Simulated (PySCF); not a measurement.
## Computed and published core binding energies of `N#CN`

Measured values to reproduce (core binding energies): C 1s of C2 293.50 eV [1]. Sources and the comparison follow the method.

Compound: CH₂N₂.
Atom-mapped SMILES: `[N:1]#[C:2][NH2:3]`

Computed with delta-SCF UKS SCAN, pcX-2 on the ionised atom, pcseg-1 elsewhere, spin-free X2C in PySCF 2.14.0. Vertical ΔSCF values, vacuum level as zero.

```csv
atom,environment,level,this calculation (eV),reference (eV),difference (eV),source
C2,cyano carbon,C 1s,293.21,293.50,-0.29,[1]
```

[1] measured, gas; Qian, Crumlin, Prendergast, Phys. Chem. Chem. Phys. 2022, 24, 2243

Task: How well does this level of theory reproduce the measurements here?

Result: The one measured value differs by -0.29 eV, too little evidence for a typical error. The calculation is vertical and has no vibrational structure, and measured positions depend on the energy calibration.

Task: What does the calculation give for the levels without a reference value here?

Result: N1 N 1s 404.97 eV; N3 N 1s 407.69 eV.

Lowest listed N 1s: N1, bonded to C (triple bond). Highest, 2.72 eV above it: N3, bonded to C and 2 H.

Isolated species at its GFN2-xTB geometry, gas phase.
